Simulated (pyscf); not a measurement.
H₂N–SiH(NH₂)–Cl (SMILES N[SiH](N)Cl) + H• (SMILES [H]) -> H₂N–Si•(NH₂)–Cl (SMILES N[Si](N)Cl) + H₂ (SMILES [H][H]), a hydrogen abstraction (doublet surface; H–Si broken, H–H formed). Optimised with ωB97X-D3(BJ)/def2-SVP in PySCF. Energies in eV from the separated reactants.

AM1 to PM7: differences of heats of formation from MOPAC. Open shells are spin-unrestricted. 

Quick PM6 single points give ΔE‡ = -0.69 eV and ΔE = -1.42 eV. What does ωB97M-D3(BJ)/def2-TZVP give, and how far is the quick result from it?

ωB97M-D3(BJ)/def2-TZVP gives ΔE‡ = 0.21 eV and ΔE = -0.37 eV. PM6 lies 0.91 eV under it in the barrier and 1.05 eV under it in the reaction energy, so on this step it does not hold to within 0.13 eV. At PM6 this geometry lies under one side, so its ΔE‡ may be no barrier of that level. ωB97M-D3(BJ)/def2-TZVP has limits of its own. This is the saddle that the search found; another between the same sides may lie lower. The angle at the transferred H is 174°.
